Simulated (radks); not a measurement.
# P³⁻ held by a Watson sphere

The task here is to estimate one member of a computed series from the others.

Program: radks (a radial shooting solver on a logarithmic mesh, Libxc functionals) version 1. Level of theory: non-relativistic Kohn-Sham, PBE, spin-polarised, spherical densities, point nucleus. These are calculated values, not measurements, unless marked.

### The system

| Property | Result |
| --- | --- |
| element | phosphorus (Z = 15) |
| charge | -3 |
| electrons | 18 |
| configuration | [Ar] |

Outer shells as boxes (Hund's rule):

P³⁻
```
[Ne] core
3s [↑↓]
3p [↑↓][↑↓][↑↓]
```

The first run:

Settings of this run:

```text
Z 15
configuration [Ar]
relativity non-relativistic
functional pbe,pbe
spin polarised
nucleus point
watson charge 3 radius 2.28 bohr
response adiabatic LDA kernel
```

Steps of the session up to this table: R = 2.28 bohr; R = 2.62 bohr; R = 3.11 bohr; R = 3.6 bohr; R = 4.01 bohr.

One table of the session follows, with a row left open; its other results are not shown here.

```
R (bohr)  highest level (eV)  its <r> (bohr)  sum of <r²> (bohr²)  α (bohr³)
    2.28              -7.578           2.353                50.33      34.26
    2.62              -6.854           2.492                55.83      43.68
    3.11              -5.865           2.686                64.05      62.53
     3.6                   ?               ?                    ?          ?
    4.01              -4.380           3.030                80.14      120.8
```

Estimate the missing values for R (bohr) = 3.6.

Worked estimate for «highest level (eV)». A straight line through the neighbours (3.11, -5.865) and (4.01, -4.380) gives -5.865 + (-4.380 + 5.865) × (3.6 − 3.11) / (4.01 − 3.11) = -5.056; a parabola fitted to 3 rows on both sides gives -5.003.

As computed: highest level (eV): -4.997; its <r> (bohr): 2.875; sum of <r²> (bohr²): 72.61; α (bohr³): 89.66. In «highest level (eV)» the line misses by -0.059 and the parabola by -0.006.

A wider sphere makes a shallower well, so the ion swells. Response by self-consistent Sternheimer equations with the Hartree and adiabatic LDA kernel.
